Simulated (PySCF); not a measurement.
BCl3, SMILES ClB(Cl)Cl.

Coordinates come from a PBE-D3(BJ)/def2-SVP optimisation. The isomer is the one that the SMILES or the coordinates give; other isomers of the formula were not compared.

The numbers are results of PySCF with PBE-D3(BJ)/def2-SVP, not measurements.

Frequencies are harmonic and unscaled.

Modes within 1.5 cm⁻¹ of each other (mostly degenerate sets) share a row, with their intensities summed.

Computed harmonic wavenumbers and intensities:
```
mode  ν (cm⁻¹)  IR (km/mol)  moving atoms (share of kinetic energy)
----  --------  -----------  --------------------------------------
1–2        249          1.0                                 Cl 95 %
3          439          3.8                          B 91 %, Cl 9 %
4          463          0.0                                Cl 100 %
5–6        964        662.0                         B 85 %, Cl 15 %
```
